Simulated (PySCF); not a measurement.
Si(SH)2H2.
Z-matrix (Å and degrees, PBE0-D3(BJ)/def2-SVP geometry), rows numbered from 1:
```
Si
S   1  2.1432
H   2  1.3516  1   94.57
S   1  2.1423  2  113.42  3    55.89
H   4  1.3515  1   94.70  2    56.45
H   1  1.4895  2  112.97  3   -61.50
H   1  1.4895  2  103.60  3   178.70
```

The closed-shell ground state was solved at several levels (PySCF, density fitting, gas phase, non-relativistic).

```tsv
level	basis functions	total energy (Eh)	HOMO (eV)	LUMO (eV)	gap (eV)	dipole (D)
KT2/pcSseg-1	92	-1097.0626	-6.39	-0.97	5.42	0.18
PBE0/pcSseg-1	92	-1087.8839	-7.56	0.03	7.59	0.11
```

(1) Estimate the row for CAM-B3LYP/def2-SVPD, a basis of 110 functions; the other rows only guide the guess.

(2) Over all these levels, which gives the widest orbital gap and which the narrowest?

(3) How far do the dipole and the HOMO energy spread over the levels?

Answers

(1) Total energy -1088.0234 Eh, HOMO -8.79 eV, LUMO 0.61 eV, gap 9.40 eV, dipole 0.03 D.

(2) CAM-B3LYP/def2-SVPD (range-separated hybrid) has the widest, 9.40 eV, and KT2/pcSseg-1 (GGA) the narrowest, 5.42 eV. Functional and basis both differ between the two, so the spread mixes both effects.

(3) The dipole runs from 0.03 to 0.18 D (mean 0.10 D) and the HOMO from -8.79 to -6.39 eV.

One conformer stands for the species.
